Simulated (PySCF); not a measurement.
# Ionisation of ethane

System: ethane, `CC` (C2H6). Coordinates in Å; atoms count from 1 in this order:
```
C    -0.7502    0.1036   -0.0225
C     0.7548   -0.0989    0.0103
H    -1.2343   -0.5709   -0.7462
H    -1.0143    1.1340   -0.3084
H    -1.2066   -0.0900    0.9610
H     1.0189   -1.1292    0.2964
H     1.2389    0.5758    0.7337
H     1.2111    0.0944   -0.9733
```

Computed at PBE0-D3(BJ)/ma-def2-TZVP // PBE0-D3(BJ)/def2-SVP with PySCF (density fitting, grid level 2). Zero-point and thermal terms (298.15 K, 1 bar) come from unscaled PBE0-D3(BJ)/def2-SVP harmonic frequencies, with soft modes damped to free rotors in the entropy.

Frontier levels of the parent: HOMO -9.53 eV, LUMO 0.26 eV.

Oxidation to the radical cation:
| Item | Value |
| --- | --- |
| Vertical ionisation energy (electronic) | 12.13 eV |
| Adiabatic ionisation energy (with zero-point energy) | 11.11 eV |
| Adiabatic, electronic part | 11.40 eV |
| Vertical gap at the product's structure | 10.43 eV |
| Inner reorganisation energy (four-point) | 1700 meV |
| Relaxation of product / of parent | 733 / 967 meV |
| ⟨S²⟩ of the product | 0.754 |
| Largest spin populations | C2 0.23, C1 0.23, H (on C2) 0.14, H (on C1) 0.14 |
| Largest changes of atomic charge | H (on C2) 0.16, H (on C1) 0.16, H (on C1) 0.16, H (on C2) 0.16 |
| Distances that move most (Å) | C1–C2 1.519 → 1.433; C2–H 1.101 → 1.146; C1–H 1.101 → 1.146; C1–H 1.101 → 1.146 |
| Potential in acetonitrile | 8.15 V absolute, 3.75 V against Fc+/Fc computed at 4.40 V (solvation -2 → -282 kJ/mol) |

Solvents are IEF-PCM continua (electrostatics only, gas-phase structures); absolute potentials refer to an electron at rest in vacuum. Fc+/Fc in acetonitrile, 4.40 V, is PBE0-D3(BJ)/ma-def2-TZVP on PBE0-D3(BJ)/def2-SVP structures with GFN2-xTB thermal terms. Benchmark calculations put it near 5.0 V in acetonitrile and DMSO, so it is about 0.6 V low, and the value against it can read up to that much too high.

Against the Active Thermochemical Tables (version 1.112): ionisation energy to the radical cation 11.52 (computed 11.11, error -0.42) eV.

Measured values (NIST Chemistry WebBook, evaluated or the median of agreeing entries): vertical ionisation energy 12.00 eV (computed 12.13, difference 0.13); adiabatic ionisation energy 11.52 eV (computed 11.11, difference -0.41).

Differences come from unrounded values, so a last digit can differ from that of the printed terms.
